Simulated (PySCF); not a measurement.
Computed with ωB97X-D3(BJ)/def2-TZVP // B3LYP-D3(BJ)/def2-SVP run with PySCF. Isolated molecules, 0 K electronic values unless said otherwise. Delta-SCF ions had no search for a lower state. 

Reference species (SMILES): `N` (neutral, multiplicity 1).

```yaml
vertical ionisation energy (Delta-SCF): 11.07 eV
HOMO: -10.38 eV
HOMO–LUMO gap: 13.18 eV
```

After one change: the vertical ionisation energy (Delta-SCF) increases by 2.58 eV; the HOMO decreases by 2.58 eV; the HOMO–LUMO gap goes up by 2.33 eV.

Task: Name the change that produced these shifts. The new species is one of these.
A. `CN(C)C`
B. `CO`
C. `C#N`
D. `COC`

Result: C, `C#N`
